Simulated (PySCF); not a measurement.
Compound: Si3H8.
Numbering: `[SiH3:1][SiH2:2][SiH3:3]` (hydrogens: H4, H5, H6 on Si1; H7, H8 on Si2; H9, H10, H11 on Si3)

The calculation used EOM-IP-CCSD/aug-cc-pVDZ in PySCF, restricted Hartree–Fock reference, frozen core, non-relativistic, gas phase, PBE0-D3(BJ)/def2-SVP geometry.

The vertical ionisation energies are 9.93, 10.79, 11.86, 12.32, 12.33, 12.62, 12.93, 16.14 eV.

**Question.** Which Hartree–Fock orbital leads each hole, and what is its Koopmans value −ε?

**Answer.** 
| leading hole (HF orbital) | Koopmans (eV) | EOM-IP-CCSD (eV) | change (eV) | one-hole share |
| --- | --- | --- | --- | --- |
| HOMO | 10.44 | 9.93 | -0.51 | 0.95 |
| HOMO-1 | 11.47 | 10.79 | -0.68 | 0.95 |
| HOMO-2 | 12.69 | 11.86 | -0.83 | 0.94 |
| HOMO-3 | 13.09 | 12.32 | -0.77 | 0.94 |
| HOMO-4 | 13.12 | 12.33 | -0.79 | 0.94 |
| HOMO-5 | 13.41 | 12.62 | -0.79 | 0.93 |
| HOMO-6 | 13.78 | 12.93 | -0.85 | 0.93 |
| HOMO-7 | 17.77 | 16.14 | -1.63 | 0.86 |

**Question.** Does the order of the lines follow the orbital energies?

**Answer.** Yes, no two lines change places. The corrections run from -1.63 to -0.51 eV, with a mean of -0.86 eV over the 8 lines; no line lies above its Koopmans value. Koopmans values leave out both the relaxation of the orbitals and the change in correlation energy.

**Question.** At what kinetic energies would He II light (40.81 eV) eject these electrons?

**Answer.** 30.88 eV (HOMO), 30.02 eV (HOMO-1), 28.95 eV (HOMO-2), 28.49 eV (HOMO-3), 28.48 eV (HOMO-4), 28.19 eV (HOMO-5), 27.88 eV (HOMO-6), 24.67 eV (HOMO-7).

**Question.** What total energy has the lowest final state, and which wavelength reaches it?

**Answer.** E(CCSD) + ionisation energy = -871.84119 + 0.36510 = -871.47609 Eh, at the geometry of the initial state. The threshold wavelength is 1239.84 eV nm/9.93 eV = 124.9 nm.

Lines less than 0.15 eV apart could change places at a higher level. One root was sought for each valence orbital with −ε under 21 eV, eight at most, so deeper holes and satellites are missing; no vibrational structure.
